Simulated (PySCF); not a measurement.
Cards and structures have been mixed up. Pair them.

Structures:
1. `F/C=C\F`
2. `C(F)=C=S`
3. `F[C@@H]1C[C@@H]1[SiH3]`
4. `[SiH3]CC1=CC=CC=CB1`

Card P (geometry PBE0-D3(BJ)/def2-SVP):
- Rotational constants A, B, C: 2.776, 0.793, 0.684 GHz
- Static isotropic polarisability (CAM-B3LYP/def2-SVPD): 132.1 au
- Strongest line among the 10 lowest singlet transitions (TDDFT CAM-B3LYP/def2-SVPD): S8 at 6.10 eV (203 nm, f = 0.447)
- HOMO energy (CAM-B3LYP/def2-SVPD): -7.87 eV
- Isotropic shieldings of nuclei other than C and H, by class (GIAO PBE0/pcSseg-1): 54 (1 B), 407 (1 Si) ppm
- 13C chemical shifts (computed TMS as zero) by class (GIAO PBE0/pcSseg-1): 181.0 (1 C), 158.7 (1 C), 155.6 (1 C), 152.1 (1 C), 142.3 (1 C), 140.3 (1 C), 30.8 (1 C) ppm
- Vertical ionisation energy (ΔSCF CAM-B3LYP/def2-SVPD): 8.41 eV

Card Q (geometry PBE0-D3(BJ)/def2-SVP):
* Rotational constants A, B, C: 52.857, 2.637, 2.512 GHz
* Dipole moment (PBE0-D3(BJ)/def2-SVP): 1.16 D
* Point group: Cs

Card R (geometry PBE0-D3(BJ)/def2-SVP):
* Rotational constants A, B, C: 6.423, 2.908, 2.321 GHz
* Static isotropic polarisability (CAM-B3LYP/def2-SVPD): 62.3 au
* Dipole moment (CAM-B3LYP/def2-SVPD): 2.05 D
* Point group: C1
* Isotropic shieldings of nuclei other than C and H, by class (GIAO PBE/pcSseg-2): 394 (1 F), 391 (1 Si) ppm
* Strongest line among the 10 lowest singlet transitions (TDDFT CAM-B3LYP/def2-SVPD): S8 at 8.86 eV (140 nm, f = 0.077)
* Vertical ionisation energy (ΔSCF CAM-B3LYP/def2-SVPD): 10.61 eV

Card S (geometry PBE0-D3(BJ)/def2-SVP):
- Rotational constants A, B, C: 21.821, 5.814, 4.591 GHz
- Point group: C2v
- Largest of the computed one-bond spin–spin couplings (means over like bonds) (B3LYP/pcJ-1): 19F–13C -337.7 (×2), 13C–1H +208.9 (×2), 13C–13C +108.4 Hz
- Dipole moment (PBE0-D3(BJ)/def2-SVP): 2.21 D
- Core binding energies (ΔSCF SCAN, pcX-2 on the ionised atom, pcseg-1 elsewhere, spin-free X2C): C1s 293.4 (×2), F1s 693.7 (×2) eV

All species are isolated and taken at one optimised geometry, non-relativistic unless stated; the electronic structure was computed with PySCF and density fitting. NMR classes are plain means over equivalent atoms (diastereotopic ones count apart unless rotation or inversion swaps them), as if these changed places fast.

Q: Which card belongs to which structure?

A: P = 4, Q = 2, R = 3, S = 1. What ties each card to its structure:
- 1 (card S), C2H2F2, monoisotopic mass 64.0 u, 4 heavy atoms: core lines of C and F; point group C2v; an asymmetric top with C = 4.591 GHz, the highest such constant on the cards; dipole 2.21 D.
- 2 (card Q), C2HFS, monoisotopic mass 76.0 u, 4 heavy atoms: point group Cs; an asymmetric top with C = 2.512 GHz; dipole 1.16 D.
- 3 (card R), C3H7FSi, monoisotopic mass 90.0 u, 5 heavy atoms: an asymmetric top with C = 2.321 GHz; polarisability 62.3 au for 48 electrons; dipole 2.05 D.
- 4 (card P), C7H11BSi, monoisotopic mass 134.1 u, 9 heavy atoms: 7 C in 7 classes; the least shielded carbon (181.0 ppm) is an unsaturated ring carbon; an asymmetric top with C = 0.684 GHz, the lowest such constant on the cards; polarisability 132.1 au for 72 electrons.
